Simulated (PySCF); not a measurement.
A thermochemical cycle for NO

PBE0 in PySCF with def2-TZVPPD on every atom, for the lowest determinant that a PBE0 search found; no spin–orbit coupling. NO, a doublet (π ↑), has De = 6.64 eV to neutral atoms, and NO⁺, a singlet (closed shell), has De = 10.94 eV to N + O⁺.

At the same level the O atom ionises at 13.84 eV.

Q: What is the adiabatic ionisation energy of the molecule, and does ionisation strengthen or weaken the bond?

A: IE = IE(O) + De(neutral) − De(ion) = 13.84 + 6.64 − 10.94 = 9.54 eV. De changes by +4.30 eV, so ionisation strengthens the bond.

For an ion De counts to the pair picked by the measured ionisation energies or electron affinities, which need not be the lowest pair at this level. States were picked by a PBE0 search and need not be the measured ground states.
